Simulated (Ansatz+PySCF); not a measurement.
The numbers below are computed, except where a source is named.
## PySCF 2.14.0 run

```python
from pyscf import gto, scf

mol = gto.M(atom="""
H 0.000000 0.000000 -0.828180
F 0.000000 0.000000 0.092020
""", basis='def2-svp', charge=0, spin=0)
mf = scf.UHF(mol)
mf.init_guess = 'huckel'
mf.kernel()
while True:  # follow internal instabilities
    mo, _, stable, _ = mf.stability(return_status=True)
    if stable: break
    mf.kernel(mf.make_rdm1(mo, mf.mo_occ))
print(mf.converged, mf.e_tot, mf.spin_square()[0])
```

The script is written out from the run's settings.

Output:

| Property | Result |
| --- | --- |
| Converged | yes |
| Total energy | -99.93235 hartree |
| Spin squared of the determinant | 0.000 |
